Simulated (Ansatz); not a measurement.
**BH: interaction energy of a dimer with the counterpoise correction, by script**

Aim: the interaction energy of a dimer with the counterpoise correction, for BH, run from a script.

Program: the Python package of Ansatz 0.2.0. Level of theory: CCSD(T)/aug-cc-pVDZ. These are calculated values, not measurements.

**1. Starting point**

Bond lengths: B1–H2 1.135 Å.

No structure file is read: the coordinates are typed or built in the script.

**2. The code**

bh.py

```python
import ansatz as az

FIRST = [
    ("B", (0.0, 0.0, -0.5675)),
    ("H", (0.0, 0.0, 0.5675)),
]
SECOND = [
    ("B", (3.1369, 1.5663, -2.0534)),
    ("H", (3.8377, 2.0149, -1.2815)),
]

def energy(atoms, ghosts=()):
    molecule = az.Crystal.molecule()
    for symbol, xyz in atoms:
        molecule = molecule.atom(symbol, xyz)
    calc = (
        molecule.calculation()
        .basis(gaussian="aug-cc-pVDZ")
        .correlation("CCSD(T)")
    )
    deck = calc.input()
    if ghosts:
        deck = deck.set(az.key.basis.gaussian.ghost_atoms, [{"symbol": s, "position_ang": list(xyz)} for s, xyz in ghosts])
    return az.Session.from_dict(deck).plan().execute().report["free_energy_ev"]


def main() -> None:
    both = energy(FIRST + SECOND)
    alone = energy(FIRST) + energy(SECOND)
    ghosted = energy(FIRST, SECOND) + energy(SECOND, FIRST)
    print(f"dimer {both:.6f} eV")
    print(f"interaction, uncorrected   {96.485332 * (both - alone):8.3f} kJ/mol")
    print(f"interaction, counterpoise  {96.485332 * (both - ghosted):8.3f} kJ/mol")
    print(f"basis-set superposition    {96.485332 * (alone - ghosted):8.3f} kJ/mol")


if __name__ == "__main__":
    main()
```

**3. The input behind the calls**

The engine receives this input (first run):

```yaml
crystal:
  periodic: [false, false, false]
  atoms:
    - { symbol: B, position_ang: [0.0, 0.0, -0.5675] }
    - { symbol: H, position_ang: [0.0, 0.0, 0.5675] }
    - { symbol: B, position_ang: [3.1369, 1.5663, -2.0534] }
    - { symbol: H, position_ang: [3.8377, 2.0149, -1.2815] }
basis:
  gaussian:
    orbitals: aug-cc-pVDZ
correlation:
  method: ccsd_t
```

**4. Running it**

On the command line:

```console
$ python bh.py
```

The log of the run:

```text
dimer -1372.067199 eV
interaction, uncorrected      4.445 kJ/mol
interaction, counterpoise     5.215 kJ/mol
basis-set superposition       0.769 kJ/mol
```

Run time: 14 s. Hardware: 1 thread of AMD EPYC (Zen 3), shared host; peak memory 0.22 GiB.

**5. What changed from run to run**

The engine's inputs for some of the other runs:

Run 2, against run 1:

```diff
@@ -6,2 +5,0 @@
-    - { symbol: B, position_ang: [3.1369, 1.5663, -2.0534] }
-    - { symbol: H, position_ang: [3.8377, 2.0149, -1.2815] }
```

Run 3, against run 1:

```diff
@@ -4,2 +3,0 @@
-    - { symbol: B, position_ang: [0.0, 0.0, -0.5675] }
-    - { symbol: H, position_ang: [0.0, 0.0, 0.5675] }
```

Run 4, against run 1:

```diff
@@ -6,2 +5,0 @@
-    - { symbol: B, position_ang: [3.1369, 1.5663, -2.0534] }
-    - { symbol: H, position_ang: [3.8377, 2.0149, -1.2815] }
@@ -10,0 +9,3 @@
+    ghost_atoms:
+      - { symbol: B, position_ang: [3.1369, 1.5663, -2.0534] }
+      - { symbol: H, position_ang: [3.8377, 2.0149, -1.2815] }
```

Lines on the test bed's own set-up are left out of the output.

**6. What each run gave**

The 5 runs, in the order started:

```tsv
run	system	ghost atoms	energy (eV)	iterations in all	CPU time (s)
1	B2H2	not set	-1372.0672	46	2.7
2	BH	not set	-686.0567	45	0.74
3	BH	not set	-686.0566	51	0.87
4	BH	a list of 2	-686.0606	31	1.5
5	BH	a list of 2	-686.0606	31	1.5
```

Totals carry meaning only in balanced differences at one level of theory.

**7. What came out**

| quantity | value |
| --- | --- |
| interaction energy, uncorrected | 4.445 kJ/mol |
| interaction energy, counterpoise | 5.215 kJ/mol |
| runs compared | 5 |

What this shows: The pair is unbound at this geometry and level. Uncorrected it is 4.445 kJ/mol, with the counterpoise correction 5.215 kJ/mol; the difference, 0.77 kJ/mol, is the superposition error. The pose is repulsive. The dimer is a generated trial pose of unrelaxed monomers, not a minimum, so the figure is no binding energy, and the basis set is small.
